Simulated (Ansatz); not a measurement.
## Relaxing Al

Computed with DFT PBEsol, scalar-relativistic, plane waves, PAW in Ansatz 0.2.0. Cutoff 420 eV, Γ-centred k mesh, Gaussian smearing, no spin polarisation in the final step.

Al was placed on the alpha-boron structure type (R-3m, No. 166), at a guessed volume.

```xyz
12
Lattice="3.2900 1.8995 5.6107 -3.2900 1.8995 5.6107 0.0000 -3.7989 5.6107" Properties=species:S:1:pos:R:3 pbc="T T T"
Al   -2.1168    1.2222    3.7816
Al    0.0000   -2.4443    3.7816
Al    2.1168    1.2222    3.7816
Al    2.1168   -1.2222   13.0506
Al   -2.1168   -1.2222   13.0506
Al    0.0000    2.4443   13.0506
Al   -1.3470    0.7777    6.0201
Al    0.0000   -1.5554    6.0201
Al    1.3470    0.7777    6.0201
Al    1.3470   -0.7777   10.8121
Al   -1.3470   -0.7777   10.8121
Al    0.0000    1.5554   10.8121
```

Cell and atoms relax at zero pressure; the relaxation can't lower the symmetry of the start. After a coarse first stage the cell is made exact in the group found at 0.06 Å.

Energies count from the standard state of Al at the same level.

**Question.** Describe the relaxed structure.

**Answer.** It keeps R-3m (No. 166). The result has the alpha-boron structure. Conventional cell: a = 7.054 Å, c = 19.362 Å. Al on Wyckoff site h (6 atoms of the primitive cell) has 6 Al at 2.54–2.71 Å; Al on Wyckoff site h (6 atoms of the primitive cell) has 7 Al at 2.68–2.74 Å.

Space group R-3m:H (No. 166). a = 7.054 Å, b = 7.054 Å, c = 19.362 Å, α = 90.00°, β = 90.00°, γ = 120.00°
```tsv
atom	site	symmetry	x	y	z
Al	18h	.m	0.1270	0.8730	0.8940
Al	18h	.m	0.5374	0.4626	0.6918
```

**Question.** What are its volume, energy, density and gap?

**Answer.** The volume per atom is 23.18 Å³ and the density is 1.93 g/cm³. The energy over the standard structure is 0.33 eV/atom. The gap on the 9×9×9 mesh is 0 eV (a metal).

The final run used a 9×9×9 mesh on its 12-atom cell and 0.10 eV smearing. The k mesh leaves about 4 meV/atom of noise in metals. A structure relaxed within its symmetry needn't be a true minimum.